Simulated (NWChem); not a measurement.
System: C$_{2}$H$_{3}$O, doublet; SMILES O=[C]C

Parts of the log:

```
             Northwest Computational Chemistry Package (NWChem) 7.3.0
             --------------------------------------------------------

                             Geometry "geometry" -> ""
                             -------------------------

 Output coordinates in angstroms (scale by  1.889725989 to convert to a.u.)

  No.       Tag          Charge          X              Y              Z
 ---- ---------------- ---------- -------------- -------------- --------------
    1 C                    6.0000     0.10247300     1.16588600     0.00000000
    2 C                    6.0000    -0.42945000    -0.24281700     0.00000000
    3 O                    8.0000     0.17336900    -1.27290400     0.00000000
    4 H                    1.0000    -0.29625600     1.69696700     0.88785600
    5 H                    1.0000    -0.29625600     1.69696700    -0.88785600
    6 H                    1.0000     1.21408300     1.19205200     0.00000000

 Effective nuclear repulsion energy (a.u.)      62.5146835111

                              NWChem Property Module
                              ----------------------

  itol2e modified to match energy
  convergence criterion.

                                 NWChem DFT Module
                                 -----------------

 Summary of "ao basis" -> "ao basis" (spherical)
 ------------------------------------------------------------------------------
       Tag                 Description            Shells   Functions and Types
 ---------------- ------------------------------  ------  ---------------------
 C                          cc-pvtz                 10       30   4s3p2d1f
 O                          cc-pvtz                 10       30   4s3p2d1f
 H                          cc-pvtz                  6       14   3s2p1d

  itol2e modified to match energy
  convergence criterion.

            General Information
            -------------------
          SCF calculation type: DFT
          Wavefunction type:  spin polarized.
          No. of atoms     :     6
          No. of electrons :    23
           Alpha electrons :    12
            Beta electrons :    11
          Charge           :     0
          Spin multiplicity:     2
          Use of symmetry is: off; symmetry adaption is: off
          Maximum number of iterations: 150
          AO basis - number of functions:   132
                     number of shells:    48
          Convergence on energy requested:  1.00D-07
          Convergence on density requested:  1.00D-05
          Convergence on gradient requested:  5.00D-04

              XC Information
              --------------
                         B3LYP Method XC Potential
                     Hartree-Fock (Exact) Exchange  0.200
                        Slater Exchange Functional  0.800 local
                    Becke 1988 Exchange Functional  0.720 non-local
              Lee-Yang-Parr Correlation Functional  0.810
                  VWN I RPA Correlation Functional  0.190 local

             Grid Information
             ----------------
          Grid used for XC integration:  fine
          Radial quadrature: Mura-Knowles
          Angular quadrature: Lebedev.
          Tag              B.-S. Rad. Rad. Pts. Rad. Cut. Ang. Pts.
          ---              ---------- --------- --------- ---------
          C                   0.70       70           8.0       590
          O                   0.60       70          10.0       590
          H                   0.35       60           8.0       590
          Grid pruning is: on
          Number of quadrature shells:   390
          Spatial weights used:  Erf1

      Superposition of Atomic Density Guess
      -------------------------------------

 Sum of atomic energies:        -151.62109061

      Non-variational initial energy
      ------------------------------

 Total energy =    -152.851986
 1-e energy   =    -328.918327
 2-e energy   =     113.551658
 HOMO         =      -0.118658
 LUMO         =       0.007150

   convergence    iter        energy       DeltaE   RMS-Dens  Diis-err
 ---------------- ----- ----------------- --------- --------- ---------
 d= 0,ls=0.0,diis     1   -153.1500403197 -2.16D+02  4.47D-03  2.14D-01
                                                     3.47D-03  2.04D-01
 d= 0,ls=0.0,diis     2   -152.8360048900  3.14D-01  3.77D-03  1.06D+00
                                                     2.44D-03  1.04D+00
 d= 0,ls=0.0,diis     3   -153.2377968888 -4.02D-01  5.82D-04  1.22D-02
                                                     3.69D-04  1.28D-02
 d= 0,ls=0.0,diis     4   -153.2413140185 -3.52D-03  5.42D-04  1.49D-03
                                                     1.22D-04  1.10D-03
 d= 0,ls=0.0,diis     5   -153.2418640385 -5.50D-04  5.24D-05  4.80D-05
                                                     4.02D-05  6.27D-05
  Resetting Diis
 d= 0,ls=0.0,diis     6   -153.2418957548 -3.17D-05  2.78D-05  3.32D-06
                                                     6.56D-06  2.32D-06
 d= 0,ls=0.0,diis     7   -153.2418974288 -1.67D-06  8.50D-06  4.73D-07
                                                     5.14D-06  6.53D-07
 d= 0,ls=0.0,diis     8   -153.2418973810  4.78D-08  3.33D-06  9.62D-07
                                                     2.33D-06  7.76D-07

         Total DFT energy =     -153.241897380959
      One electron energy =     -331.023121347844
           Coulomb energy =      135.726383244365
    Exchange-Corr. energy =      -20.459842788550
 Nuclear repulsion energy =       62.514683511071

 Numeric. integr. density =       22.999999471749

                    DFT Final Alpha Molecular Orbital Analysis
                    ------------------------------------------

 Vector   10  Occ=1.000000D+00  E=-3.946282D-01
              MO Center= -9.2D-04, -1.8D-01, -2.6D-07, r^2= 2.4D+00
   Bfn.  Coefficient  Atom+Function         Bfn.  Coefficient  Atom+Function
  ----- ------------  ---------------      ----- ------------  ---------------
    70      0.319516  3 O  pz                67      0.268855  3 O  pz
    73      0.221184  3 O  pz                10     -0.165942  1 C  pz
     7     -0.152312  1 C  pz                40      0.149024  2 C  pz
    92     -0.146960  4 H  s                106      0.146960  5 H  s
    37      0.128446  2 C  pz                91     -0.094479  4 H  s

 Vector   11  Occ=1.000000D+00  E=-3.945716D-01
              MO Center=  5.5D-02, -1.1D-02,  2.6D-07, r^2= 2.5D+00
   Bfn.  Coefficient  Atom+Function         Bfn.  Coefficient  Atom+Function
  ----- ------------  ---------------      ----- ------------  ---------------
    69      0.247440  3 O  py                66      0.211066  3 O  py
    72      0.173208  3 O  py               120     -0.164461  6 H  s
    68      0.163306  3 O  px                38      0.152902  2 C  px
     8     -0.150223  1 C  px                 5     -0.140059  1 C  px
    35      0.137184  2 C  px                65      0.136235  3 O  px

 Vector   12  Occ=1.000000D+00  E=-2.050968D-01
              MO Center= -3.5D-01, -3.4D-01,  6.9D-10, r^2= 1.9D+00
   Bfn.  Coefficient  Atom+Function         Bfn.  Coefficient  Atom+Function
  ----- ------------  ---------------      ----- ------------  ---------------
    34      0.528302  2 C  s                  4     -0.383544  1 C  s
    38     -0.303144  2 C  px                71      0.289936  3 O  px
    68      0.268608  3 O  px                35     -0.242837  2 C  px
    65      0.229547  3 O  px                41     -0.222807  2 C  px
   121      0.209574  6 H  s                 32      0.167665  2 C  s

 Vector   13  Occ=0.000000D+00  E=-3.474811D-02
              MO Center= -2.8D-01, -2.8D-01, -7.2D-10, r^2= 1.9D+00
   Bfn.  Coefficient  Atom+Function         Bfn.  Coefficient  Atom+Function
  ----- ------------  ---------------      ----- ------------  ---------------
    43      0.506865  2 C  pz                40      0.405815  2 C  pz
    73     -0.389114  3 O  pz                37      0.290957  2 C  pz
    70     -0.267383  3 O  pz                67     -0.235247  3 O  pz
    93     -0.216044  4 H  s                107      0.216044  5 H  s
    92     -0.103630  4 H  s                106      0.103630  5 H  s

 Vector   14  Occ=0.000000D+00  E= 3.707439D-02
              MO Center= -2.2D-03,  1.7D+00,  1.6D-09, r^2= 5.1D+00
   Bfn.  Coefficient  Atom+Function         Bfn.  Coefficient  Atom+Function
  ----- ------------  ---------------      ----- ------------  ---------------
     4      2.756651  1 C  s                 93     -1.318649  4 H  s
   107     -1.318649  5 H  s                121     -0.829543  6 H  s
    12      0.536152  1 C  py                 2      0.262449  1 C  s
    64      0.263452  3 O  s                 34     -0.238098  2 C  s
    92     -0.237601  4 H  s                106     -0.237601  5 H  s

 Vector   15  Occ=0.000000D+00  E= 8.938684D-02
              MO Center=  1.2D+00,  1.2D+00,  5.8D-09, r^2= 4.1D+00
   Bfn.  Coefficient  Atom+Function         Bfn.  Coefficient  Atom+Function
  ----- ------------  ---------------      ----- ------------  ---------------
   121      2.464392  6 H  s                 11     -1.473029  1 C  px
    93     -0.950074  4 H  s                107     -0.950074  5 H  s
     4     -0.595898  1 C  s                 12      0.501406  1 C  py
     8     -0.374692  1 C  px               120      0.301372  6 H  s
    41      0.230539  2 C  px                64      0.197788  3 O  s

                     DFT Final Beta Molecular Orbital Analysis
                     -----------------------------------------

[...]

          -----------------------
          Electric field gradient
          -----------------------

 1 a.u. = 0.324123 10**(16) esu/cm**3  ( or statvolts/cm**2 ) = 0.97174 10**(22) v/m**2

 ------------------------------------------------------------
   Atom      X         Y         Z
 ------------------------------------------------------------
    1 C    0.19365   2.20321   0.00000
 ------------------------------------------------------------

 Electric field gradient in molecular frame (a.u.)
         XX             YY             ZZ             XY             XZ             YZ
 ------------------------------------------------------------------------------------------
        0.031218      -0.077334       0.046115      -0.098857      -0.000000      -0.000000

 Principal components (a.u.) and orientation
 of principal axis w.r.t. absolute frame                      Asymmetry parameter eta
 --------------------------------------------------------------------------------------
       -0.135835       0.089719       0.046115                       0.321008

        0.509279       0.860601      -0.000000
        0.860601      -0.509279      -0.000000
        0.000000       0.000000       1.000000

 ------------------------------------------------------------
   Atom      X         Y         Z
 ------------------------------------------------------------
    2 C   -0.81154  -0.45886   0.00000
 ------------------------------------------------------------

 Electric field gradient in molecular frame (a.u.)
         XX             YY             ZZ             XY             XZ             YZ
 ------------------------------------------------------------------------------------------
        0.378115       0.294224      -0.672339      -0.081296      -0.000000      -0.000000

 Principal components (a.u.) and orientation
 of principal axis w.r.t. absolute frame                      Asymmetry parameter eta
 --------------------------------------------------------------------------------------
       -0.672339       0.427649       0.244691                       0.272121

        0.000000       0.853969       0.520324
        0.000000      -0.520324       0.853969
        1.000000      -0.000000      -0.000000

 ------------------------------------------------------------
   Atom      X         Y         Z
 ------------------------------------------------------------
    3 O    0.32762  -2.40544   0.00000
 ------------------------------------------------------------

 Electric field gradient in molecular frame (a.u.)
         XX             YY             ZZ             XY             XZ             YZ
 ------------------------------------------------------------------------------------------
        0.478567       0.331773      -0.810341       0.495063      -0.000000      -0.000000

 Principal components (a.u.) and orientation
 of principal axis w.r.t. absolute frame                      Asymmetry parameter eta
 --------------------------------------------------------------------------------------
        0.905645      -0.810341      -0.095304                       0.789533

        0.757184       0.000000      -0.653202
        0.653202      -0.000000       0.757184
       -0.000000       1.000000       0.000000

 ------------------------------------------------------------
   Atom      X         Y         Z
 ------------------------------------------------------------
    4 H   -0.55984   3.20680   1.67780
 ------------------------------------------------------------

 Electric field gradient in molecular frame (a.u.)
         XX             YY             ZZ             XY             XZ             YZ
 ------------------------------------------------------------------------------------------
        0.079064       0.038436      -0.117500       0.062650       0.112385      -0.148808

 Principal components (a.u.) and orientation
 of principal axis w.r.t. absolute frame                      Asymmetry parameter eta
 --------------------------------------------------------------------------------------
       -0.256771       0.132655       0.124116                       0.033256

       -0.357620       0.654758       0.665882
        0.479768      -0.482932       0.732530
        0.801206       0.581436      -0.141426

 ------------------------------------------------------------
   Atom      X         Y         Z
 ------------------------------------------------------------
    5 H   -0.55984   3.20680  -1.67780
 ------------------------------------------------------------

 Electric field gradient in molecular frame (a.u.)
         XX             YY             ZZ             XY             XZ             YZ
 ------------------------------------------------------------------------------------------
        0.079064       0.038436      -0.117500       0.062650      -0.112385       0.148808

 Principal components (a.u.) and orientation
 of principal axis w.r.t. absolute frame                      Asymmetry parameter eta
 --------------------------------------------------------------------------------------
       -0.256771       0.132655       0.124116                       0.033256

        0.357620       0.654758       0.665882
       -0.479768      -0.482932       0.732530
        0.801206      -0.581436       0.141426

 ------------------------------------------------------------
   Atom      X         Y         Z
 ------------------------------------------------------------
    6 H    2.29428   2.25265   0.00000
 ------------------------------------------------------------

 Electric field gradient in molecular frame (a.u.)
         XX             YY             ZZ             XY             XZ             YZ
 ------------------------------------------------------------------------------------------
       -0.248992       0.121805       0.127187      -0.006262       0.000000      -0.000000

 Principal components (a.u.) and orientation
 of principal axis w.r.t. absolute frame                      Asymmetry parameter eta
 --------------------------------------------------------------------------------------
       -0.249098       0.127187       0.121911                       0.021179

        0.999858       0.000000      -0.016879
        0.016879      -0.000000       0.999858
       -0.000000       1.000000       0.000000
```

Level: B3LYP/cc-pVTZ, spin-unrestricted. In the optimisation the excess spin sits in a' (Cs, its own frame). All runs use the structure optimised with PBE-D3(BJ)/def2-SVP, spin-unrestricted. No stability test was run on the SCF state. NWChem prints the field gradient with the sign opposite to the second derivative of the potential.

**Question.** Write an input that gives this output.

**Answer.** This is not unique; one that fits is the input that was run:
```
start job
memory heap 200 mb stack 900 mb global 1100 mb
geometry units angstroms noautosym nocenter noautoz
  C      0.102473     1.165886     0.000000
  C     -0.429450    -0.242817     0.000000
  O      0.173369    -1.272904     0.000000
  H     -0.296256     1.696967     0.887856
  H     -0.296256     1.696967    -0.887856
  H      1.214083     1.192052     0.000000
end
basis spherical
  * library cc-pvtz
end
dft
  odft
  mult 2
  xc b3lyp
  iterations 150
end
property
  efieldgrad
end
task dft property
```
